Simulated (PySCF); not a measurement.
# boron trichloride and carbon dioxide

The system is a cluster of boron trichloride and carbon dioxide, neutral, singlet.

Parts: 1 = boron trichloride (ClB(Cl)Cl), atoms 1–4; 2 = carbon dioxide (O=C=O), atoms 5–7.

```xyz
7

Cl   -1.0609   -1.0073    0.5117
B     0.0612    0.1841   -0.0762
Cl   -0.5049    1.7417   -0.6061
Cl    1.7644   -0.2011   -0.1804
O     2.9489    1.7338    2.9051
C     1.8168    1.5374    2.7642
O     0.6808    1.3423    2.6270
```
Atom numbers follow the order of the file, from 1.

In these coordinates B2···O7 is 3.005 Å. Part 2 is then moved rigidly along that line, all else held; at short range other atoms may come into contact.

The starting structure comes from a short search with a few starts; no frequency run checks that it is a minimum, and another way of binding may lie lower.

Computed with PySCF 2.14.0: GIAO PBE0/pcSseg-1 NMR shielding, non-relativistic, gas phase. Geometry: PBE0-D3(BJ)/def2-SVP.

Δδ = σ(isolated, relaxed part) − σ(cluster), in ppm. The parts keep the shape that they have in the complex, so Δδ needn't reach zero at long range.

Question: How do the values run over the points 2.404, 2.554, 2.704, 2.855, 3.005, 3.155, 3.306, 3.756, 4.508, 6.010, 9.015?

Answer: 
```csv
B2···O7 (Å),Cl1,B2,Cl3,Cl4,O5,O7
2.404,-12.0,-2.6,-10.2,-23.4,+30.7,+35.1
2.554,-4.8,-1.2,-4.4,-17.5,+21.3,+23.5
2.704,-0.8,-0.5,-1.2,-13.3,+14.8,+15.1
2.855,+1.3,-0.1,+0.3,-10.5,+10.4,+9.2
3.005,+2.2,0.0,+1.0,-8.4,+7.4,+5.2
3.155,+2.5,+0.1,+1.2,-6.9,+5.3,+2.4
3.306,+2.5,+0.1,+1.2,-5.8,+4.0,+0.6
3.756,+1.9,+0.1,+0.7,-3.3,+1.9,-1.8
4.508,+0.8,+0.1,+0.2,-0.5,+0.8,-1.7
6.010,-0.1,+0.1,0.0,+1.7,+0.4,-0.8
9.015,-0.5,+0.1,-0.1,+2.5,+0.3,-0.6
```

The 11 runs took 4.7 min in all, one thread each of Intel Xeon on a shared host, launched as `OMP_NUM_THREADS=1 python cluster_run.py task.json out`.
